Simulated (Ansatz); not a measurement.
`CF` → `[CH2]` (triplet) + H–F at 500 K and 1 bar (formal loss of a carbene).

Computed with Ansatz on PBE0-D4/def2-TZVP structures; ΔE is electronic, products minus reactants. CCSD(T)/CBS is extrapolated from def2-TZVPP and def2-QZVPP, frozen cores. Triplets are unrestricted, without spin–orbit coupling.

| species | CCSD(T)/CBS energy (Eh) | H − E (kJ/mol) | S (J/(mol·K)) |
| --- | --- | --- | --- |
| `CF` | -139.63088 | 122.2 | 244.8 |
| `[CH2]` (triplet) | -39.09310 | 62.7 | 213.9 |
| H–F | -100.39431 | 39.4 | 188.7 |

H − E and S are ideal-gas, rigid-rotor, harmonic terms from PBE0-D4/def2-TZVP, with the whole ground term of open shells counted as degenerate. 1 Eh = 2625.50 kJ/mol, R = 8.31446 J/(mol·K).

Problem. By hand: ΔE, ΔH, ΔS and ΔG.

Solution. ΔE = (-39.09310) + (-100.39431) − (-139.63088) = 0.14347 Eh = 376.7 kJ/mol. Δ(H − E) = 62.7 + 39.4 − 122.2 = -20.1, so ΔH = 356.6 kJ/mol. ΔS = 213.9 + 188.7 − 244.8 = 157.8 J/(mol·K). ΔG = 356.6 − 500 × (157.8)/1000 = 277.7 kJ/mol.

Problem. By hand: the equilibrium constant, and the temperature at which ΔG would vanish if ΔH and ΔS stayed fixed.

Solution. log₁₀ K = −ΔG/(RT ln 10) = -29.0. ΔG = 0 at ΔH/ΔS = 2260 K.

The number of gas molecules changes by +1, which sets the sign of ΔS. A doubt of 5 kJ/mol in ΔE shifts log₁₀ K by 0.5 here. A triplet takes part, so the spin changes. These are equilibria of isolated gas molecules and say nothing of rates. Largest T1 diagnostic: 0.011 (customary marks: 0.02 for closed shells, 0.045 for open ones).
